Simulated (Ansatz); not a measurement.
# SiP+ (triplet): the correlation ladder at distance Si1–P2 = 5.978 Å, 6-31G

Aim: climb from Hartree-Fock through coupled cluster and multireference methods for SiP+ (triplet) at one geometry and basis, and see what each rung misses.

The runs use Ansatz 0.2.0, Gaussian basis; 6-31G, core rule «outside noble gas», up to 10 orbitals frozen.

Plan: UHF; CCSD(T) on ROHF; CCSD(T) on UHF; BCCD(T) on ROHF; CISD; CCSDT(Q) on UHF; CISDTQ; CCSDTQ on ROHF; CCSDTQ on UHF; CASSCF and MRCISD+Q, 4 electrons in 4 orbitals; CASSCF and NEVPT2, 4 electrons in 4 orbitals; CASSCF and MRCISD+Q, 8 electrons in 8 orbitals; CASSCF and NEVPT2, 8 electrons in 8 orbitals; Full CI; Full CI in the symmetry of the determinant.

20 further runs of the same task are left out: 2 for a known fault of the program, 17 that didn't finish, 1 set aside as unsound or not needed.

### Step 1. What is computed

The geometry derives from a PBE0/def2-TZVP stationary point (not a proven minimum). One bond is set to the value named and the two fragments are kept rigid.

2 atoms, charge 1, spin multiplicity 3.

Atoms are counted from 1 here; the program's logs count them from 0.

No contacts short enough for the rule that draws bonds.

### Step 2. UHF

in.yaml

```yaml
crystal:
  periodic: [false, false, false]
  atoms:
    - {symbol: Si, position_ang: [0.000000, 0.000000, 0.000000]}
    - {symbol: P, position_ang: [0.000000, 0.000000, 5.978000]}
basis:
  gaussian: {orbitals: 6-31G}
total_charge: 1
magnetization: {spin_polarized: true, initial_magnetization: 2}
hamiltonian: {xc: hf}
output: {orbitals: {seedname: orbitals}}
```

On the command line:

```console
ansatz run in.yaml --threads 1 --pin off --events-out ev --progress --plain --max-ram 2393MiB
```

The runs that follow: CCSD(T) on ROHF; CCSD(T) on UHF; BCCD(T) on ROHF; CISD; CCSDT(Q) on UHF; CISDTQ; CCSDTQ on ROHF; CCSDTQ on UHF; CASSCF and MRCISD+Q, 4 electrons in 4 orbitals; CASSCF and NEVPT2, 4 electrons in 4 orbitals; CASSCF and MRCISD+Q, 8 electrons in 8 orbitals; CASSCF and NEVPT2, 8 electrons in 8 orbitals; Full CI; Full CI in the symmetry of the determinant.

Before running them: what should the planned runs give, taken together? Wanted: FCI below the RHF energy; RMP2 from FCI; UMP2 from FCI; RCCSD from FCI; RCCSD(T) from FCI; UCCSD(T) from FCI; UCCSDT(Q) from FCI; NEVPT2 pair from FCI; MRCISD+Q pair from FCI.

As calculated:

| quantity | value |
| --- | --- |
| FCI below the RHF energy | -3.7210 eV |
| RMP2 from FCI | +2376.9 meV |
| UMP2 from FCI | +465.6 meV |
| RCCSD from FCI | +9.3 meV |
| RCCSD(T) from FCI | -7.7 meV |
| UCCSD(T) from FCI | -0.7 meV |
| UCCSDT(Q) from FCI | -2.2 meV |
| NEVPT2 pair from FCI | +485.1 meV |
| MRCISD+Q pair from FCI | -31.1 meV |
| NEVPT2 valence from FCI | +193.2 meV |
| levels within 1 kcal/mol (43 meV) | RCCSD, UCCSD, RCCSD(T), UCCSD(T), BCCD(T), UCCSDT, CISDTQ, UCCSDT(Q), RCCSDTQ, UCCSDTQ, MRCISD pair, MRCISD+Q pair, MRCISD valence, MRCISD+Q valence |
| T1 diagnostic | 0.511 |
| effectively unpaired electrons | 4.03 |

What this shows: RCCSD(T) misses by -7.7 meV, 0.2 % of the correlation energy. RCCSD(T), UCCSDT, UCCSDT(Q), UCCSDTQ, MRCISD+Q pair fall below full CI: unrestricted runs freeze a spin-polarised core, another one than full CI's, and coupled cluster isn't variational. With 4.0 effectively unpaired electrons against 2 the state is strongly multireference. Coupled cluster on one determinant still stays close here. Of the multireference levels listed MRCISD+Q valence comes nearest in total energy (-1.6 meV), which doesn't show that its space is the better one. Coupled cluster took another determinant than the lowest Hartree-Fock one. These misses are within one basis, not against nature; the frozen cores of restricted and unrestricted runs differ, which can shift their rows.
